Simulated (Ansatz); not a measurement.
## Which is lower?

The two ends of one reaction step of Si₂NH₈, doublet (PBE0-D4/def2-TZVP).

A:

```tsv
atom	x (Å)	y (Å)	z (Å)
H1	-0.6571	-0.6599	-1.5135
Si2	0.5531	1.4122	0.6040
N3	1.9596	0.4579	0.3236
Si4	-1.6206	-1.2466	-0.5456
H5	0.4029	2.3524	-0.5449
H6	0.7702	2.1576	1.8786
H7	2.0790	-0.0068	-0.5629
H8	2.3480	-0.0918	1.0737
H9	-0.8929	-1.7586	0.6420
H10	-2.3165	-2.3839	-1.2094
H11	-2.6256	-0.2325	-0.1457
```

B:

```xyz
11
angstrom
H -0.7592 1.0982 0.7852
Si 0.6755 1.4276 0.5065
N 1.6654 0.0995 0.0486
Si -1.9418 -1.2921 -0.4409
H 0.6888 2.4177 -0.6003
H 1.2401 2.0156 1.7483
H 1.5404 -0.3258 -0.8561
H 1.9174 -0.5940 0.7344
H -1.0288 -1.8388 0.5963
H -1.1716 -0.6488 -1.5389
H -2.8262 -2.3591 -0.9831
```

Ansatz 0.2.0; basis: def2-TZVPP; cores frozen in the correlated methods; orbitals are unrestricted. B3LYP uses VWN-RPA correlation.

**Question.** Which structure is lower at CCSD(T), and by how much? (An estimate is asked for; the value comes from the calculation.)

**Answer.** The calculation gives: A, by 0.55 kcal/mol (electronic energy, against the other); a gap this small isn't resolved in one triple-zeta basis. By their contacts, A is a complex of SiNH₄ ([NH2][SiH2]) + SiH₄ and B is a complex of SiNH₅ ([NH2][SiH3]) + SiH₃.

**Question.** Do the other methods give the same order? (A judgement: the text doesn't fix the answer.)

**Answer.** Computed: Not all: HF gives the other order.

```tsv
method	E(B) − E(A) (kcal/mol)
SPW92	3.38
PBE-D4	2.80
BLYP-D4	2.77
r2SCAN-D4	1.84
B97M-V	1.32
PBE0-D4	1.81
B3LYP-D4	1.98
r2SCAN0-D4	1.30
BHLYP-D4	1.01
CAM-B3LYP-D4	1.48
wB97X-V	1.67
wB97M-V	1.17
B2PLYP	1.36
PBE-QIDH	0.86
RPA on PBE	1.12
HF	-0.76
MP2	0.10
CCSD	0.24
CCSD(T)	0.55
```

T1 diagnostic: at most 0.015. ⟨S²⟩ of the unrestricted Hartree–Fock references: 0.75 to 0.76 (a pure state has 0.75).

Labels in which every atom is bracketed show which atoms are joined, not bond orders.

For scale, one of the runs: CCSD(T)/def2-TZVPP, 227 basis functions, launched by `ansatz run in.yaml --threads 4 --pin off --events-out ev --progress --plain --max-ram 9574MiB`. The run took 12 min on 4 CPU threads of an Intel Xeon (shared host), with 3.4 GiB of host memory at its peak.
